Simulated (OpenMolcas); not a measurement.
# C3H4O (propargyl alcohol) at BPBE/ANO-XS-VDZP (DKH2)

What is the vertical singlet–triplet gap of C3H4O (propargyl alcohol) at BPBE/ANO-XS-VDZP (DKH2)? 

Program for the calculation: OpenMolcas 26.06.

## 1. The molecule

C3H4O has 8 atoms, charge 0, and is taken as a singlet. SMILES: `C#CCO`. Geometry: relaxed at PBE0-D4/def2-TZVP. This is one conformer, not always the lowest.

Bond lengths: C1–C2 1.200 Å, C2–C3 1.458 Å, C3–O4 1.410 Å, C1–H5 1.064 Å, C3–H6 1.099 Å, C3–H7 1.093 Å, O4–H8 0.961 Å. Angles: C1–C2–C3 178.1°, C2–C3–O4 113.4°, C2–C1–H5 179.3°, C2–C3–H6 108.8°, C2–C3–H7 109.6°, O4–C3–H6 111.4°, O4–C3–H7 106.3°, C3–O4–H8 108.1°, H6–C3–H7 107.1°.

## 2. Energy and gradient at BPBE/ANO-XS-VDZP (DKH2)

job.inp reads:

```
&GATEWAY
COORD
8
bohr
C     -1.20186582     2.61504081    -2.05622989
C     -0.21161153     1.18406460    -0.60140534
C      0.97681833    -0.62143644     1.10736061
O     -0.53207129    -2.76183473     1.60154289
H     -2.08470807     3.89952545    -3.32792109
H      2.82627439    -1.15957374     0.33143906
H      1.32346969     0.27752518     2.93406437
H     -1.09628682    -3.43329222     0.01113049
BASIS
ANO-XS-VDZP
GROUP
NoSym
&SEWARD
RELATIVISTIC
R02E00
GRIDINPUT
Grid=Coarse
End of Grid
&SCF
KSDFT
BPBE
PRORBITALS
0
&ALASKA
```

The run is started by

```
$ export MOLCAS_MEM=1860
$ pymolcas job.inp > job.log
```

Log:

```text
--- Start Module: gateway ---
[...]
--- Stop Module: gateway /rc=_RC_ALL_IS_WELL_ ---
[...]
      Basis functions           76
[...]
--- Start Module: scf ---
[...]
       Convergence after  13 Iterations
[...]
::    Total KS-DFT energy                            -191.8615729807
[...]
      Total spin, S                                     0.0000000000
[...]
      Total electronic charge=   30.000000
      Total            charge=   -0.000000
[...]
      Dipole Moment (debye):
      Origin of the operator (angstrom)=   -0.1207   -0.0610    0.0658
                   X=  3.7163E-01               Y=  1.3527E-01               Z= -1.2363E+00           Total=  1.2980E+00
      Quadrupole Moment (debye*angstrom):
[...]
--- Stop Module: scf /rc=_RC_ALL_IS_WELL_ ---
[...]
--- Start Module: alaska ---
[...]
 *              Molecular gradients               *
 **************************************************
  Irreducible representation: a
 ------------------------------------------------------------------------------------------
                              X                       Y                       Z
 ------------------------------------------------------------------------------------------
  C1                1.89833149507104E-02   -3.00208534097770E-02    3.13044082126250E-02
  C2               -1.77203669595518E-02    2.51142819903856E-02   -3.02476529307891E-02
  C3               -8.85531396784600E-04   -3.78565333302383E-04    3.21445904505313E-03
  O4                6.11356528160556E-03    9.06484086940296E-03   -1.68923418629490E-02
  H5                4.12025695575569E-03   -5.01441965257143E-03    5.85227468613336E-03
  H6               -9.30383698717030E-03    1.15268080928244E-03    2.85502243557212E-03
  H7               -4.09817586079475E-03   -4.41930027235893E-03   -8.58609773232644E-03
  H8                2.79077401628203E-03    4.50133499893068E-03    1.24999281466849E-02
[...]
--- Stop Module: alaska /rc=_RC_ALL_IS_WELL_ ---
[...]
```

It took 7.2 s on 1 thread of Arm Neoverse V1, shared host; peak memory 0.44 GiB.

## 3. The triplet, same level

job.inp reads:

```
>>> EXPORT MOLCAS_PRINT=2

&gateway
  coord
  8
  bohr
  C     -1.20186582     2.61504081    -2.05622989
  C     -0.21161153     1.18406460    -0.60140534
  C      0.97681833    -0.62143644     1.10736061
  O     -0.53207129    -2.76183473     1.60154289
  H     -2.08470807     3.89952545    -3.32792109
  H      2.82627439    -1.15957374     0.33143906
  H      1.32346969     0.27752518     2.93406437
  H     -1.09628682    -3.43329222     0.01113049
  basis
  ANO-XS-VDZP
  group
  NoSym

&seward
  relativistic
  R02E00
  gridinput
  Grid=Coarse
  End of Grid

&scf
  uhf
  spin
  3
  ksdft
  BPBE
  prorbitals
  0

&alaska
```

The run is started by

```
$ export MOLCAS_MEM=1860
$ pymolcas job.inp > job.log
```

Log:

```text
--- Start Module: gateway ---
[...]
--- Stop Module: gateway /rc=_RC_ALL_IS_WELL_ ---
[...]
      Basis functions           76
[...]
--- Start Module: scf ---
[...]
       Convergence after  29 Iterations
[...]
::    Total KS-DFT energy                            -191.6605773435
[...]
      Total spin, S                                     1.0014864482
[...]
      Total electronic charge=   30.000000
      Total            charge=   -0.000000
[...]
      Dipole Moment (debye):
      Origin of the operator (angstrom)=   -0.1207   -0.0610    0.0658
                   X=  4.3579E-01               Y= -6.4710E-02               Z= -1.0340E+00           Total=  1.1240E+00
      Quadrupole Moment (debye*angstrom):
[...]
--- Stop Module: scf /rc=_RC_ALL_IS_WELL_ ---
[...]
--- Start Module: alaska ---
[...]
 *              Molecular gradients               *
 **************************************************
  Irreducible representation: a
 ------------------------------------------------------------------------------------------
                              X                       Y                       Z
 ------------------------------------------------------------------------------------------
  C1                1.06026925909652E-01   -1.56601579562624E-01    1.55716058899159E-01
  C2               -1.11300302322059E-01    1.71297353748339E-01   -1.60444786739993E-01
  C3               -3.92370370819872E-03   -4.25740445513339E-02    2.95655739492076E-02
  O4                1.37014355087017E-02    2.60431992941310E-02   -3.41424866342930E-02
  H5                2.10601612428629E-03   -5.12086812701051E-03    3.83412573091846E-03
  H6               -8.76774913018696E-03    2.22937553857139E-03    1.86408713929920E-03
  H7               -3.75627714829319E-03   -4.89987242435319E-04   -1.71431150501791E-02
  H8                5.91365476610184E-03    5.21655090219131E-03    2.07505427058559E-02
[...]
--- Stop Module: alaska /rc=_RC_ALL_IS_WELL_ ---
[...]
```

It took 12 s on 1 thread of Arm Neoverse V1, shared host; peak memory 0.44 GiB.

## 4. Summary of results

Level: BPBE/ANO-XS-VDZP (DKH2).

| quantity | value |
| --- | --- |
| singlet: total energy | -191.86157 Eh |
| singlet: dipole moment | 1.30 D |
| singlet: HOMO energy | -6.10 eV |
| singlet: LUMO energy | -0.16 eV |
| singlet: HOMO–LUMO gap | 5.94 eV |
| singlet: largest force on an atom | 2.435 eV/Å |
| triplet: total energy | -191.66058 Eh |
| triplet: dipole moment | 1.12 D |
| triplet: HOMO energy (highest over α and β) | -1.18 eV |
| triplet: ⟨S²⟩ | 2.004 |
| triplet: largest force on an atom | 13.357 eV/Å |
| vertical energy of the triplet above the singlet | 5.469 eV |

What this shows: At this shape the triplet lies 5.47 eV (126 kcal/mol) above the singlet. The largest force (singlet) is 2.43 eV/Å: the shape isn't a stationary point for this species at this level.
